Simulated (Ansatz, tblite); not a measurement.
Cost and result up the ladder for the cluster Mg2H (the lowest doublet isomer of a short search) (3 atoms). Charge 0, multiplicity 2. Geometry: PBE0-D4/def2-TZVP.

```csv
atom,x (Å),y (Å),z (Å)
Mg1,1.706,-1.837,-0.733
Mg2,-0.284,0.312,0.119
H3,-1.421,1.526,0.614
```

Ansatz on 4 threads of Arm Neoverse V2 on a shared host; xTB runs through tblite on one thread. Times are rough, summed over both states, and most runs start from the orbitals of an earlier one. No level here is sound enough to serve as a yardstick. The other state is a singlet.

The xTB rows come from tblite. Correlated methods freeze 2 core orbitals; core or outer-core shells of Mg are correlated, in sets that lack core-valence functions. The structure comes from a short search, and lower isomers may exist.

Run but left out: HF/def2-TZVPP (charge +1 singlet: restricted singlet, unstable towards broken spin symmetry).

Correlated methods converge slowly with the basis.

Raw xTB energies of ions are shifted by several eV, and xTB has no spin-polarisation term.

```tsv
level	functions	wall time	vertical IE (eV)	remarks
GFN1-xTB	10	0.003 s	11.61	–
GFN2-xTB	19	0.004 s	8.62	–
PBE-D4/def2-TZVP (with forces)	70	0.85 s	5.83	restricted SCF unstable in HF (+1 singlet)
PBE0-D4/def2-TZVP	70	1.1 s	5.88	restricted SCF unstable in HF (+1 singlet)
r2SCAN-D4/def2-TZVP	70	2.2 s	5.90	restricted SCF unstable in HF (+1 singlet)
CCSD(T)/def2-TZVPP	78	3.2 s	5.69	restricted SCF unstable (+1 singlet)
```
